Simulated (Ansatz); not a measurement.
Ansatz (an electronic-structure program) input (B3LYP-D3(BJ)/def2-TZVP):

Ansatz 0.2 input:
```yaml
crystal:
  periodic: [false, false, false]
  atoms:
    - {symbol: O, position_ang: [-0.03358599, 1.35244432, -0.19132675]}
    - {symbol: C, position_ang: [-0.02298824, 0.02608309, 0.34390833]}
    - {symbol: H, position_ang: [0.79751410, 1.78006367, 0.04092007]}
    - {symbol: H, position_ang: [0.10297798, 0.08688173, 1.44150946]}
    - {symbol: C, position_ang: [-1.33803449, -0.58604795, 0.05002014]}
    - {symbol: C, position_ang: [1.14695488, -0.79080276, -0.21079365]}
    - {symbol: H, position_ang: [1.07992468, -0.84954531, -1.29760345]}
    - {symbol: H, position_ang: [-2.17250250, 0.04060755, -0.22648968]}
    - {symbol: H, position_ang: [2.09977048, -0.32776419, 0.05824743]}
    - {symbol: H, position_ang: [-1.49388676, -1.64185974, 0.21779862]}
    - {symbol: H, position_ang: [1.13929704, -1.80333248, 0.19742255]}
basis:
  gaussian:
    orbitals: def2-TZVP
hamiltonian:
  xc: b3lyp
  dispersion: d3bj
magnetization: {spin_polarized: true, initial_magnetization: 1}
phonons: {temperatures: {t_min: 298.15, t_max: 298.15, t_step: 100}}
```

Output:

```
Functional definition: B3LYP
integrals: 0.07 GiB planned
999 factors; their error is unknown
mean field: 0.87 GiB planned
mean field evaluation 1: about -5262.9188 eV, gradient 4.8e1 eV
mean field evaluation 2: about -5255.0973 eV, gradient 6.4e1 eV
mean field evaluation 4: about -5272.6898 eV, gradient 3.7e0 eV
mean field evaluation 8: about -5272.7413 eV, gradient 6.2e-2 eV
mean field evaluation 16: about -5272.7201 eV, gradient 1.7e-4 eV
mean field -5272.72012240 eV, -193.7688905201 hartree, gradient 1.1e-5 eV, S^2 0.753953; 0 other end points of the search recorded, 0 dependent functions left out
the calculation of the forces begins
reference -5272.72037834 eV, -193.7688999256 hartree; 17, 16 occupied and 149, 150 virtual orbitals, 999 factors
these checks for a lower state are left out or cut short: stability, starts, cluster_reference, orbital_swaps, neighbouring_geometries, increment
integrals: 0.07 GiB planned
999 factors; their error is unknown
mean field: 0.87 GiB planned
mean field -5272.71997368 eV, -193.7688850549 hartree, gradient 2.1e-6 eV, S^2 0.753953; 0 other end points of the search recorded, 0 dependent functions left out
the calculation of the forces begins
reference -5272.72022964 eV, -193.7688944613 hartree; 17, 16 occupied and 149, 150 virtual orbitals, 999 factors
these checks for a lower state are left out or cut short: stability, starts, cluster_reference, orbital_swaps, neighbouring_geometries, increment
integrals: 0.07 GiB planned
999 factors; their error is unknown
mean field: 0.87 GiB planned
mean field evaluation 32: about -5272.7200 eV, gradient 1.9e-6 eV
mean field -5272.71998197 eV, -193.7688853596 hartree, gradient 2.1e-6 eV, S^2 0.753952; 0 other end points of the search recorded, 0 dependent functions left out
the calculation of the forces begins
reference -5272.72023788 eV, -193.7688947641 hartree; 17, 16 occupied and 149, 150 virtual orbitals, 999 factors
these checks for a lower state are left out or cut short: stability, starts, cluster_reference, orbital_swaps, neighbouring_geometries, increment
integrals: 0.07 GiB planned
999 factors; their error is unknown
mean field: 0.87 GiB planned
mean field -5272.72004044 eV, -193.7688875083 hartree, gradient 2.1e-6 eV, S^2 0.753952; 0 other end points of the search recorded, 0 dependent functions left out
the calculation of the forces begins
reference -5272.72029633 eV, -193.7688969120 hartree; 17, 16 occupied and 149, 150 virtual orbitals, 999 factors
these checks for a lower state are left out or cut short: stability, starts, cluster_reference, orbital_swaps, neighbouring_geometries, increment
integrals: 0.07 GiB planned
999 factors; their error is unknown
mean field: 0.87 GiB planned
mean field -5272.71997080 eV, -193.7688849489 hartree, gradient 2.1e-6 eV, S^2 0.753953; 0 other end points of the search recorded, 0 dependent functions left out
the calculation of the forces begins
reference -5272.72022679 eV, -193.7688943562 hartree; 17, 16 occupied and 149, 150 virtual orbitals, 999 factors
these checks for a lower state are left out or cut short: stability, starts, cluster_reference, orbital_swaps, neighbouring_geometries, increment
integrals: 0.07 GiB planned
999 factors; their error is unknown
mean field: 0.87 GiB planned
mean field -5272.72008273 eV, -193.7688890623 hartree, gradient 2.1e-6 eV, S^2 0.753954; 0 other end points of the search recorded, 0 dependent functions left out
the calculation of the forces begins
reference -5272.72033868 eV, -193.7688984682 hartree; 17, 16 occupied and 149, 150 virtual orbitals, 999 factors
these checks for a lower state are left out or cut short: stability, starts, cluster_reference, orbital_swaps, neighbouring_geometries, increment
integrals: 0.07 GiB planned
[...]
mean field: 0.87 GiB planned
mean field evaluation 384: about -5272.7407 eV, gradient 3.9e-1 eV
mean field -5272.72010115 eV, -193.7688897393 hartree, gradient 2.1e-6 eV, S^2 0.753953; 0 other end points of the search recorded, 0 dependent functions left out
the calculation of the forces begins
reference -5272.72035708 eV, -193.7688991446 hartree; 17, 16 occupied and 149, 150 virtual orbitals, 999 factors
these checks for a lower state are left out or cut short: stability, starts, cluster_reference, orbital_swaps, neighbouring_geometries, increment
integrals: 0.07 GiB planned
999 factors; their error is unknown
mean field: 0.87 GiB planned
mean field -5272.72010417 eV, -193.7688898501 hartree, gradient 2.1e-6 eV, S^2 0.753953; 0 other end points of the search recorded, 0 dependent functions left out
the calculation of the forces begins
reference -5272.72036011 eV, -193.7688992558 hartree; 17, 16 occupied and 149, 150 virtual orbitals, 999 factors
these checks for a lower state are left out or cut short: stability, starts, cluster_reference, orbital_swaps, neighbouring_geometries, increment
integrals: 0.07 GiB planned
999 factors; their error is unknown
mean field: 0.87 GiB planned
mean field -5272.72007798 eV, -193.7688888876 hartree, gradient 2.1e-6 eV, S^2 0.753952; 0 other end points of the search recorded, 0 dependent functions left out
the calculation of the forces begins
reference -5272.72033391 eV, -193.7688982931 hartree; 17, 16 occupied and 149, 150 virtual orbitals, 999 factors
these checks for a lower state are left out or cut short: stability, starts, cluster_reference, orbital_swaps, neighbouring_geometries, increment
integrals: 0.07 GiB planned
999 factors; their error is unknown
mean field: 0.87 GiB planned
mean field -5272.72013433 eV, -193.7688909585 hartree, gradient 2.1e-6 eV, S^2 0.753954; 0 other end points of the search recorded, 0 dependent functions left out
the calculation of the forces begins
reference -5272.72039027 eV, -193.7689003641 hartree; 17, 16 occupied and 149, 150 virtual orbitals, 999 factors
these checks for a lower state are left out or cut short: stability, starts, cluster_reference, orbital_swaps, neighbouring_geometries, increment
integrals: 0.07 GiB planned
999 factors; their error is unknown
mean field: 0.87 GiB planned
mean field evaluation 416: about -5272.7200 eV, gradient 5.8e-3 eV
mean field -5272.71999868 eV, -193.7688859737 hartree, gradient 2.1e-6 eV, S^2 0.753945; 0 other end points of the search recorded, 0 dependent functions left out
the calculation of the forces begins
reference -5272.72025457 eV, -193.7688953773 hartree; 17, 16 occupied and 149, 150 virtual orbitals, 999 factors
these checks for a lower state are left out or cut short: stability, starts, cluster_reference, orbital_swaps, neighbouring_geometries, increment
integrals: 0.07 GiB planned
999 factors; their error is unknown
mean field: 0.87 GiB planned
mean field -5272.72003414 eV, -193.7688872765 hartree, gradient 2.1e-6 eV, S^2 0.753961; 0 other end points of the search recorded, 0 dependent functions left out
the calculation of the forces begins
reference -5272.72029012 eV, -193.7688966839 hartree; 17, 16 occupied and 149, 150 virtual orbitals, 999 factors
these checks for a lower state are left out or cut short: stability, starts, cluster_reference, orbital_swaps, neighbouring_geometries, increment
integrals: 0.07 GiB planned
999 factors; their error is unknown
mean field: 0.87 GiB planned
mean field -5272.72012035 eV, -193.7688904449 hartree, gradient 2.1e-6 eV, S^2 0.753953; 0 other end points of the search recorded, 0 dependent functions left out
the calculation of the forces begins
reference -5272.72037630 eV, -193.7688998507 hartree; 17, 16 occupied and 149, 150 virtual orbitals, 999 factors
these checks for a lower state are left out or cut short: stability, starts, cluster_reference, orbital_swaps, neighbouring_geometries, increment
integrals: 0.07 GiB planned
999 factors; their error is unknown
mean field: 0.87 GiB planned
mean field -5272.72011513 eV, -193.7688902529 hartree, gradient 2.1e-6 eV, S^2 0.753952; 0 other end points of the search recorded, 0 dependent functions left out
the calculation of the forces begins
reference -5272.72037106 eV, -193.7688996582 hartree; 17, 16 occupied and 149, 150 virtual orbitals, 999 factors
these checks for a lower state are left out or cut short: stability, starts, cluster_reference, orbital_swaps, neighbouring_geometries, increment
integrals: 0.07 GiB planned
999 factors; their error is unknown
mean field: 0.87 GiB planned
mean field -5272.72012967 eV, -193.7688907872 hartree, gradient 2.1e-6 eV, S^2 0.753953; 0 other end points of the search recorded, 0 dependent functions left out
the calculation of the forces begins
reference -5272.72038560 eV, -193.7689001927 hartree; 17, 16 occupied and 149, 150 virtual orbitals, 999 factors
these checks for a lower state are left out or cut short: stability, starts, cluster_reference, orbital_swaps, neighbouring_geometries, increment
integrals: 0.07 GiB planned
999 factors; their error is unknown
mean field: 0.87 GiB planned
mean field evaluation 448: about -5272.7412 eV, gradient 3.5e-4 eV
mean field -5272.72008583 eV, -193.7688891762 hartree, gradient 2.1e-6 eV, S^2 0.753953; 0 other end points of the search recorded, 0 dependent functions left out
the calculation of the forces begins
reference -5272.72034177 eV, -193.7688985817 hartree; 17, 16 occupied and 149, 150 virtual orbitals, 999 factors
these checks for a lower state are left out or cut short: stability, starts, cluster_reference, orbital_swaps, neighbouring_geometries, increment
integrals: 0.07 GiB planned
999 factors; their error is unknown
mean field: 0.87 GiB planned
mean field -5272.72001134 eV, -193.7688864388 hartree, gradient 2.1e-6 eV, S^2 0.753953; 0 other end points of the search recorded, 0 dependent functions left out
the calculation of the forces begins
reference -5272.72026724 eV, -193.7688958430 hartree; 17, 16 occupied and 149, 150 virtual orbitals, 999 factors
these checks for a lower state are left out or cut short: stability, starts, cluster_reference, orbital_swaps, neighbouring_geometries, increment
integrals: 0.07 GiB planned
999 factors; their error is unknown
mean field: 0.87 GiB planned
mean field -5272.72005415 eV, -193.7688880121 hartree, gradient 2.1e-6 eV, S^2 0.753953; 0 other end points of the search recorded, 0 dependent functions left out
the calculation of the forces begins
reference -5272.72031013 eV, -193.7688974190 hartree; 17, 16 occupied and 149, 150 virtual orbitals, 999 factors
these checks for a lower state are left out or cut short: stability, starts, cluster_reference, orbital_swaps, neighbouring_geometries, increment
integrals: 0.07 GiB planned
999 factors; their error is unknown
mean field: 0.87 GiB planned
mean field -5272.72009577 eV, -193.7688895414 hartree, gradient 2.1e-6 eV, S^2 0.753953; 0 other end points of the search recorded, 0 dependent functions left out
the calculation of the forces begins
reference -5272.72035172 eV, -193.7688989473 hartree; 17, 16 occupied and 149, 150 virtual orbitals, 999 factors
these checks for a lower state are left out or cut short: stability, starts, cluster_reference, orbital_swaps, neighbouring_geometries, increment
integrals: 0.07 GiB planned
999 factors; their error is unknown
mean field: 0.87 GiB planned
mean field evaluation 480: about -5272.7201 eV, gradient 1.9e-6 eV
mean field -5272.72009631 eV, -193.7688895612 hartree, gradient 2.1e-6 eV, S^2 0.753953; 0 other end points of the search recorded, 0 dependent functions left out
the calculation of the forces begins
reference -5272.72035223 eV, -193.7688989663 hartree; 17, 16 occupied and 149, 150 virtual orbitals, 999 factors
Total energy: -5273.02184361 eV, -193.7799785701 hartree
Atom 0 at    -0.033586     1.352444    -0.191327 Å, force    -0.000360    -0.001163     0.000342 eV/Å
Atom 1 at    -0.022988     0.026083     0.343908 Å, force     0.000159     0.001250    -0.000017 eV/Å
Atom 2 at     0.797514     1.780064     0.040920 Å, force     0.000159    -0.000252     0.000204 eV/Å
Atom 3 at     0.102978     0.086882     1.441509 Å, force     0.000042     0.000136    -0.000537 eV/Å
Atom 4 at    -1.338034    -0.586048     0.050020 Å, force     0.000028     0.000028    -0.000003 eV/Å
Atom 5 at     1.146955    -0.790803    -0.210794 Å, force     0.000096    -0.000181     0.000078 eV/Å
Atom 6 at     1.079925    -0.849545    -1.297603 Å, force    -0.000092     0.000095    -0.000069 eV/Å
Atom 7 at    -2.172502     0.040608    -0.226490 Å, force    -0.000065     0.000021    -0.000052 eV/Å
Atom 8 at     2.099770    -0.327764     0.058247 Å, force    -0.000111    -0.000044     0.000062 eV/Å
Atom 9 at    -1.493887    -1.641860     0.217799 Å, force     0.000021     0.000037     0.000007 eV/Å
Atom 10 at     1.139297    -1.803332     0.197423 Å, force     0.000121     0.000073    -0.000016 eV/Å
Dipole moment:     0.279514    -0.132416     0.190912 e Å
Vibrations: 119.20 253.99 279.96 361.36 419.93 429.80 551.00 838.06 910.03 971.77 1048.91 1102.83 1162.42 1235.50 1338.77 1392.17 1398.90 1452.37 1490.43 1496.68 2870.20 3027.21 3089.15 3111.04 3162.17 3272.48 3802.88 cm⁻¹, zero-point energy 2.516211 eV
```

It need not be the lowest isomer of its formula.
